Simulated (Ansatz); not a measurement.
What does this script print? It uses Ansatz 0.2.0, Python API.

`run_freq.py`:
```python
import ansatz
from ase import Atoms
from ase.thermochemistry import IdealGasThermo
import numpy as np

atoms = Atoms(['C', 'S', 'C', 'C', 'O', 'H', 'H', 'H', 'H'], positions=[
    [-1.4443, 0.2019, -0.1561],
    [-0.1692, -0.3625, -1.3248],
    [1.0465, -0.648, -0.0425],
    [1.899, 0.2865, 0.2702],
    [2.7082, 1.1743, 0.5672],
    [-1.096, 1.1099, 0.3793],
    [-1.6723, -0.601, 0.5759],
    [-2.3679, 0.4487, -0.7187],
    [1.096, -1.6099, 0.4494],
])
system = ansatz.Crystal.molecule_from_ase(atoms)

job = (
    system.calculation()
    .basis(gaussian='cc-pVDZ')
    .functional('pbe0', dispersion='d4')
)
symbols = [site.symbol for site in system.cartesian_sites]
start = np.array([site.position_ang for site in system.cartesian_sites], dtype=float)
summary = job.relax(force_tolerance=0.003).run(threads=1, pin='off').report
end = np.array(summary['positions_ang'])

print('final positions (A) and the move of each atom')
for symbol, xyz, old in zip(symbols, end, start):
    print(f'{symbol:2s} {xyz[0]:10.5f} {xyz[1]:10.5f} {xyz[2]:10.5f}   {np.linalg.norm(xyz - old):7.4f}')

minimum = ansatz.Crystal.molecule()
for symbol, xyz in zip(symbols, end):
    minimum = minimum.atom(symbol, xyz.tolist())
vibrating = minimum.calculation()
vibrating = vibrating.basis(gaussian='cc-pVDZ')
vibrating = vibrating.functional('pbe0', dispersion='d4')
vibrating = vibrating.phonons(temperatures=(100, 500, 100))
vib = vibrating.run(threads=1, pin='off').report['vibrations']
sums = vib['harmonic_sums']
modes = [m['omega_inv_cm'] for m in sums['modes_at_gamma'] if m['rigid_motion'] == 'no']
print('frequencies (1/cm):', ' '.join(f'{w:.0f}' for w in modes))
print('imaginary modes:', sum(w < 0 for w in modes), ' zero-point energy:', round(sums['zero_point_energy_ev'], 4), 'eV')
gas = IdealGasThermo(vib_energies=[w / 8065.544 for w in modes if w > 0], geometry='linear' if len(modes) == 3 * len(symbols) - 5 else 'nonlinear',
                     atoms=Atoms(symbols, positions=end), symmetrynumber=1, spin=0.0)
print(f'H(298 K) - E = {gas.get_enthalpy(298.15, verbose=False):.4f} eV')
print(f'S(298 K, 1 bar) = {96485.33 * gas.get_entropy(298.15, 1e5, verbose=False):.1f} J/(mol K) with symmetry number 1')

heavier = vibrating.phonons(masses={'H': 2.014102}).run(threads=1, pin='off').report['vibrations']['harmonic_sums']
print('deuterated (1/cm):', ' '.join(f'{m["omega_inv_cm"]:.0f}' for m in heavier['modes_at_gamma'] if m['rigid_motion'] == 'no'))
print('zero-point energy falls by', round(sums['zero_point_energy_ev'] - heavier['zero_point_energy_ev'], 4), 'eV')
```

`python run_freq.py` gives:
```text
final positions (A) and the move of each atom
C    -1.52003    0.21997   -0.13689    0.0802
S    -0.12459   -0.27311   -1.19296    0.1654
C     1.11561   -0.67276   -0.00268    0.0835
C     2.00015    0.27910    0.24978    0.1035
O     2.76427    1.13203    0.44669    0.1395
H    -1.26890    1.11014    0.45617    0.1892
H    -1.82186   -0.60449    0.52417    0.1583
H    -2.35065    0.45990   -0.81754    0.1010
H     1.20599   -1.65087    0.47317    0.1198
frequencies (1/cm): 83 145 187 273 542 583 586 714 828 953 968 1110 1309 1321 1430 1446 2250 3061 3173 3177 3222
imaginary modes: 0  zero-point energy: 1.6962 eV
H(298 K) - E = 1.8891 eV
S(298 K, 1 bar) = 328.4 J/(mol K) with symmetry number 1
deuterated (1/cm): 77 110 173 234 437 573 577 653 718 743 779 897 1011 1034 1047 1286 2192 2235 2353 2359 2390
zero-point energy falls by 0.34 eV
```

Reading the output:
- The frequencies are harmonic and unscaled, in a modest basis. The result belongs to the one conformer reached from this start, and soft torsions count as harmonic oscillators.
- The entropy takes a symmetry number of 1; a symmetric molecule's is lower by R ln(sigma).
- Timing: 6.3 min on 1 thread of Arm Neoverse V1, with other jobs on the host, peak memory 0.31 GiB.

(Lines on the test bed's own set-up are left out of the output.)
